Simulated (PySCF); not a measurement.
## Löwdin shares of the frontier orbitals

Compound: CH6B2.
Numbering: `[BH2:1][BH:2][CH3:3]` (hydrogens: H4, H5 on B1; H6 on B2; H7, H8, H9 on C3)

Structure used (PBE0-D3(BJ)/def2-SVP), in Å, numbered top down from 1:
```xyz
9
CH6B2 angstrom
B      1.6547   -0.0562   -0.0369
B      0.0742   -0.3477    0.3490
C     -1.2130    0.3038   -0.2665
H      2.3096    0.8034    0.5156
H      2.2464   -0.7181   -0.8643
H     -0.1088   -1.1608    1.2422
H     -1.9455   -0.4749   -0.5394
H     -1.7018    0.8752    0.5455
H     -1.0631    0.9776   -1.1209
```

Theory: PySCF 2.14.0, density-fitted response routines, TDDFT PBE0/def2-SVPD, vertical, gas phase, core orbitals frozen in the response.

Frontier orbitals with the atoms that hold most of them (Löwdin shares over 4%, at most four atoms; ? is withheld):

```csv
orbital,ε (eV),atoms
LUMO+2,0.77,"B2 40%, B1 24%, C3 11%, H8 7%"
LUMO+1,-1.07,"B2 48%, B1 16%, C3 13%, H6 8%"
LUMO,-1.57,?
HOMO,-8.02,?
HOMO-1,-9.46,"B2 35%, C3 32%, H6 16%, H9 7%"
HOMO-2,-9.66,"B1 46%, H5 22%, H4 22%, B2 7%"
HOMO-3,-11.28,"C3 47%, H8 24%, H7 11%, B2 8%"
```

(1) Give the leading atoms of the HOMO.

(2) Which atoms hold the LUMO, and with what shares?

(3) The HOMO–LUMO gap is 6.45 eV. Where does the response calculation put the lowest singlet, and from which orbitals?

(4) Give energy, strength and leading configuration of S1, S2, S3, S4, S5 and S6, and follow the Löwdin shares of the leading atoms from the occupied to the empty orbital.

## Answers

(1) B2 (bonded to B, C and H) 31%; B1 (bonded to B and 2 H) 31%; C3 (bonded to B and 3 H) 10%; H6 (bonded to B) 10%. By element: boron 62%, carbon 10%, hydrogen 10% or more.

(2) B1 (bonded to B and 2 H) 54%; B2 (bonded to B, C and H) 16%; H5 (bonded to B) 10%; H4 (bonded to B) 10%. By element: boron 70%, hydrogen 20% or more.

(3) S1 is at 4.70 eV (f = 0.0028), 1.75 eV below the gap, made of HOMO→LUMO (98%). Without the coupling terms of the response equations the lowest excitation would equal the gap.

(4) 
- S1 (4.70 eV, f 0.0028), HOMO→LUMO (98%): B2 31% → 16%, B1 31% → 54%
- S2 (5.15 eV, f 0.0015), HOMO→LUMO+1 (99%): B2 31% → 48%, B1 31% → 16%
- S3 (6.08 eV, f 0.0000), HOMO-2→LUMO (97%): B1 46% → 54%, H5 22% → 10%, B2 7% → 16%
- S4 (6.46 eV, f 0.0016), HOMO-1→LUMO+1 (97%): B2 35% → 48%, C3 32% → 13%, B1 at most 7% → 16%
- S5 (6.74 eV, f 0.061), HOMO-1→LUMO (93%): B2 35% → 16%, C3 32% → at most 10%, B1 at most 7% → 54%
- S6 (7.61 eV, f 0.271), HOMO-2→LUMO+1 (80%): B1 46% → 16%, H5 22% → at most 9%, B2 7% → 48%

On an Intel Xeon at 2.50 GHz with one thread, no GPU, on a shared host, this took 36 s wall (with the writing of density and orbital grids) and 0.49 GiB of memory at its peak.
